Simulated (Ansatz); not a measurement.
# SiO2+ (doublet): wave-function methods side by side, def2-QZVPP

The task here is to estimate one member of a computed series from the others.

Program: Ansatz 0.2.0, Gaussian basis. Level of theory: def2-QZVPP, core rule «outside noble gas», up to 7 orbitals frozen. These are calculated values, not measurements.

The runs, in order: UHF; ROHF; CCSD(T) on UHF.

2 further runs of the same task are left out: 2 set aside as unsound or not needed.

### The system

The geometry is a PBE0/def2-TZVP stationary point (not a proven minimum) of the parent state, kept for this charge and spin.

3 atoms, charge 1, spin multiplicity 2.

Atoms are counted from 1 here; the program's logs count them from 0.

Bond lengths: O1–O2 1.302 Å, O2–Si3 1.542 Å. Angles: O1–O2–Si3 180.0°.

Set-up of the first run:

in.yaml reads:

```yaml
crystal:
  periodic: [false, false, false]
  atoms:
    - {symbol: O, position_ang: [0.000000, 0.000000, -1.382200]}
    - {symbol: O, position_ang: [0.000000, 0.000000, -0.079800]}
    - {symbol: Si, position_ang: [0.000000, 0.000000, 1.462000]}
basis:
  gaussian: {orbitals: "def2-QZVPP.json"}
total_charge: 1
magnetization: {spin_polarized: true, initial_magnetization: 1}
hamiltonian: {xc: hf}
output: {orbitals: {seedname: orbitals}}
```

Launch:

```
$ ansatz run in.yaml --threads 1 --pin off --events-out ev --progress --plain --max-ram 2393MiB
```

Among the steps run: UHF; ROHF; CCSD(T) on UHF.

One of the session's tables, all rows but one given; the rest of the session is left out.

| method | from UCCSD(T) (kJ/mol) |
| --- | --- |
| ROHF | +1505.5 |
| UHF | +1489.6 |
| UMP2 | +110.3 |
| UCCSD | ? |
| UCCSD(T) | 0 |

Q: Estimate the row for UCCSD from the others.

**Answer.** from UCCSD(T) (kJ/mol): +63.8. In the column «from UCCSD(T) (kJ/mol)» it lies between UCCSD(T) (0) and UMP2 (+110.3).
